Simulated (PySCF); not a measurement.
# C3H7N (Cyclopropylamine): the cost of one run

Programs: PySCF 2.14.0, with density-fitted response routines of our own. Each step states its level of theory. These are calculated values for one molecule, in the gas phase or a continuum, unless marked as measured. Atoms are numbered from 0 throughout.

### Step 1. Starting geometry

11 atoms, charge 0, multiplicity 1; geometry from: GFN2-xTB. The atoms were then displaced at random by about 0.01 Å, so the start is not that level's minimum.

Bonds of the start (Å): N0–C1 1.46, C1–C2 1.50, C2–C3 1.52, C3–C1 1.48, N0–H4 0.99, N0–H5 0.99, C1–H6 1.08, C2–H7 1.05, C2–H8 1.11, C3–H9 1.09, C3–H10 1.08.

### Step 2. Relaxing the molecule at PBE0-D3(BJ)/def2-TZVP

What the job is given:

```
{"job": {"xc": "PBE0", "basis": "def2-TZVP", "d3": "d3bj", "grid": 2, "shake": 0.01, "kind": "geom"}, "charge": 0, "multiplicity": 1}
N      1.505740     0.494310     0.392570
C      0.237650     0.460270    -0.325280
C     -1.056030     0.271410     0.415840
C     -0.510180    -0.808020    -0.498610
H      1.461110    -0.107700     1.179740
H      2.251550     0.243190    -0.212480
H      0.248860     1.161180    -1.152240
H     -1.883590     0.854690     0.123660
H     -0.979950     0.102500     1.507500
H     -1.071660    -0.982340    -1.412100
H     -0.165390    -1.715310    -0.034270
```

The run is started by

```
OMP_NUM_THREADS=1 python probes_run.py task.json out
```

This one command runs all jobs of the session in turn.

Q: Estimate the wall time and peak memory of this first job on 1 thread of Intel Xeon Platinum 8488C, shared host.

About 43 s, with a peak of 0.76 GiB.
